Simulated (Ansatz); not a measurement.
**1T (CdI2-type) TiTe2**

Level of theory: LDA (Ansatz, a quantum-chemistry and plane-wave program, plane waves, PAW).

Run with plane-wave cutoff 500 eV, 12×12×6 k mesh (along the axes of the cell as run), Fermi–Dirac smearing 0.05 eV, no spin polarisation, scalar-relativistic PAW data made under PBE.

Cell: relaxed at this level.

| Item | Value |
|---|---|
| equilibrium volume per atom | 24.59 Å³/atom |
| equilibrium lattice constant a | 3.667 Å |
| c axis length | 6.336 Å |
| band gap | zero (no gap) |

Note: the volume lies 8 % below that of the published cell.

Spin–orbit coupling is not included.

Static lattice: no zero-point or thermal effects.
